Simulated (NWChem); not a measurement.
Molecule: formaldehyde (CH2O); SMILES O=C

All runs: NWChem. The geometry was optimised at PBE-D3(BJ)/def2-SVP. B3LYP is NWChem's, with the RPA form of VWN correlation. Core excitations by TDA in a window of 1s orbitals, non-relativistic and unshifted: absolute energies depend strongly on the exact-exchange share.

### Question
What does the run give for C K edge, B3LYP/cc-pVTZ? Quantities: first 1s excitation (eV); dipole oscillator strength of the first; first state with f > 0.002 (eV); dipole oscillator strength of that state.

### Answer
```json
{
  "first 1s excitation (eV)": "275.4",
  "dipole_oscillator_strength_of_the_first": "0.0530",
  "first state with f > 0.002 (eV)": "275.4",
  "dipole_oscillator_strength_of_that_state": "0.0530"
}
```
